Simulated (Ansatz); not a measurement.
# CAM-B3LYP/STO-3G run of [CHO2]− (formate(1-))

Aim: the energy change on altering one bond length of [CHO2]− (formate(1-)) at CAM-B3LYP/STO-3G, from 2 runs. 

The calculation is run with Ansatz 0.2.0.

8 further runs of the same task are left out: 5 that didn't finish, 3 set aside as unsound or not needed.

## (1) The system as given

[CHO2]− has 4 atoms, charge -1, and is taken as a singlet. SMILES: `O=C[O-]`. Geometry: relaxed at PBE0-D4/def2-TZVPD.

Bond lengths: O1–C2 1.246 Å, C2–O3 1.246 Å, C2–H4 1.139 Å. Angles: O1–C2–O3 130.4°, O1–C2–H4 114.8°, O3–C2–H4 114.8°.

## (2) The energy at CAM-B3LYP/STO-3G

run.yaml reads:

```yaml
crystal:
  periodic: [false, false, false]
  atoms:
    - {symbol: O, position_ang: [-1.183780, 0.021190, 0.418310]}
    - {symbol: C, position_ang: [-0.008510, -0.020630, 0.007780]}
    - {symbol: O, position_ang: [0.790720, -0.973690, -0.058790]}
    - {symbol: H, position_ang: [0.401570, 0.973130, -0.367300]}
basis:
  gaussian: {orbitals: STO-3G}
total_charge: -1
hamiltonian: {xc: {name: CAM-B3LYP}}
accuracy: high
```

Launch:

```console
$ ansatz run run.yaml --threads 1 --pin off --max-ram 3480MiB --events-out events.jsonl --progress --plain --runs-dir runs
```

Standard output:

```text
Warning: RAYON_NUM_THREADS=1 ignored (pool sized by the plan → 1); use --threads N
Functional definition: CAM-B3LYP
  name "CAM-B3LYP"
  parameter alpha = 0.19
  parameter beta = 0.46
  parameter omega = 0.33/bohr
  parameter ac = 0.81
  exchange = (1 - alpha - beta)*b88_x + beta*b88_x_sr(omega) + alpha*exact_x + beta*exact_x_lr(omega)
  correlation = (1 - ac)*vwn5_c + ac*lyp_c
276 factors; integrals over basis functions are off by at most 2.1e-8 eV
135 factors; integrals over basis functions are off by at most 7.4e-10 eV
mean field evaluation 1: about -5066.5728 eV, gradient 3.4e1 eV
mean field evaluation 2: about -5067.2061 eV, gradient 3.3e1 eV
mean field evaluation 4: about -5069.9128 eV, gradient 2.8e-1 eV
mean field evaluation 8: about -5069.9001 eV, gradient 5.3e-3 eV
mean field evaluation 16: about -5069.9001 eV, gradient 9.3e-8 eV
mean field -5069.90005437 eV, -186.3153904962 hartree, gradient 9.1e-8 eV, S^2 0.000000; 0 other end points of the search recorded, 0 dependent functions left out
reference -5069.90006317 eV, -186.3153908198 hartree; 12, 12 occupied and 4, 4 virtual orbitals, 276 factors
Total energy: -5069.90006317 eV, -186.3153908198 hartree
```

Wall time 0.56 s (1 thread of Intel Xeon 6975P-C (Granite Rapids), shared host).

## (3) The distorted shape, same level

run.yaml reads:

```yaml
crystal:
  periodic: [false, false, false]
  atoms:
    - symbol: O
      position_ang: [-1.477586, 0.031645, 0.520939]
    - symbol: C
      position_ang: [-0.008510, -0.020630, 0.007780]
    - symbol: O
      position_ang: [0.790720, -0.973690, -0.058790]
    - symbol: H
      position_ang: [0.401570, 0.973130, -0.367300]
basis:
  gaussian:
    orbitals: STO-3G
hamiltonian:
  xc: {name: CAM-B3LYP}
total_charge: -1
accuracy: high
```

Launch:

```console
$ ansatz run run.yaml --threads 1 --pin off --max-ram 3480MiB --events-out events.jsonl --progress --plain --runs-dir runs
```

Standard output, cut to the lines that bear on the results:

```text
Warning: RAYON_NUM_THREADS=1 ignored (pool sized by the plan → 1); use --threads N
[... 8 set-up lines as earlier in the session ...]
273 factors; integrals over basis functions are off by at most 2.9e-8 eV
141 factors; integrals over basis functions are off by at most 4.9e-10 eV
mean field evaluation 1: about -5063.5332 eV, gradient 3.8e1 eV
mean field evaluation 2: about -5041.4639 eV, gradient 9.6e1 eV
mean field evaluation 4: about -5068.6392 eV, gradient 3.1e0 eV
mean field evaluation 8: about -5068.6377 eV, gradient 7.0e-2 eV
mean field evaluation 16: about -5068.6377 eV, gradient 1.8e-6 eV
mean field -5068.63769190 eV, -186.2689995315 hartree, gradient 1.7e-8 eV, S^2 0.000000; 0 other end points of the search recorded, 0 dependent functions left out
reference -5068.63770114 eV, -186.2689998709 hartree; 12, 12 occupied and 4, 4 virtual orbitals, 273 factors
Total energy: -5068.63770114 eV, -186.2689998709 hartree
```

Wall time 0.48 s (1 thread of Intel Xeon 6975P-C (Granite Rapids), shared host).

## (4) Summary of results

At CAM-B3LYP/STO-3G:

```
                                                         quantity          value
                                        first shape: total energy  -186.31539 Eh
                                    distorted shape: total energy  -186.26900 Eh
energy change with the O1–C2 bond stretched from 1.246 to 1.557 Å       1.262 eV
```

In words: With the O1–C2 bond stretched from 1.246 to 1.557 Å the energy rises by 1.26 eV (29 kcal/mol). The first shape isn't relaxed at this level, so the change isn't measured from a minimum. The minimal basis adds a large error of its own.
